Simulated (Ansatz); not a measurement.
We consider zinc-blende MgS (metastable phase), described by G0W0@HSE06 (plane waves, hard PAW, contour deformation, complete-basis limit; Ansatz, an electronic-structure program).

Settings: largest k mesh 10×10×10 (not extrapolated in the mesh).

Cell (measured lattice):

```yaml
crystal:
  lattice:
    - [0.00000, -2.81100, 2.81100]
    - [2.81100, -2.81100, 0.00000]
    - [2.81100, 0.00000, 2.81100]
  atoms:
    - { symbol: Mg, position: [0.00000, 0.00000, 0.00000] }
    - { symbol: S, position: [0.25000, 0.25000, 0.25000] }
```

Question: Predict the band gap.

Answer: 
- band gap: 5.81 eV (direct)

Measured, for comparison: band gap 4.78 ± 0.1 eV (temperature not stated, extrapolated in composition from an alloy gap of 4.19 eV, direct; extrapolated from a Zn0.2Mg0.8S0.645Se0.355 epilayer; as tabulated in Lucero et al. (2012), arXiv:1111.4515). Computed (rounded) less measured: band gap +1.03 eV.

Note: GW on a hybrid start was not checked against another program; cell and atoms aren't relaxed at this level; the gap holds a correction of +0.20 eV to the complete basis.

Computed values are for the static lattice.
